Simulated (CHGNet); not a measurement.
# Rhombohedral A7 As

Calculation: the machine-learned potential CHGNet-r²SCAN (trained on r²SCAN data).

Cell (relaxed at this level):

Space group R-3m, hexagonal axes (No. 166); a = 3.643 Å, b = 3.643 Å, c = 20.434 Å, α = 90.00°, β = 90.00°, γ = 120.00°

```json
[
 {"atom": "As", "site": "6c", "symmetry": "3m", "x": "0.0000", "y": "0.0000", "z": "0.1971"}
]
```
(The calculation used a cell of 2 atoms; values per cell refer to that cell.)

```yaml
lattice_parameter_a: 3.643 Å
lattice_parameter_c: 20.434 Å
volume_per_atom: 39.14 Å³/atom
```

Measured, for comparison: lattice constant a 3.760 Å, lattice parameter c 10.441 Å (4 K, zero-point motion not removed; as tabulated in Schiferl, Barrett, J. Appl. Cryst. 2, 30 (1969), as in the American …). Computed (rounded) less measured: lattice constant a -3.1 %, lattice parameter c +95.7 %.

A machine-learned potential is trained on density-functional data: it inherits that level's misses and adds fitting errors of its own.

Note: the model gives imaginary modes for this phase (in the spectrum interpolated from a supercell); the model's c/a of 5.61 is far from the 2.81 of the starting cell; the model's elastic tensor is not positive definite here; this model's volume lies 82 % above that of the starting cell (a measured, published or database cell); the cell moved over 20 % in volume from its start.
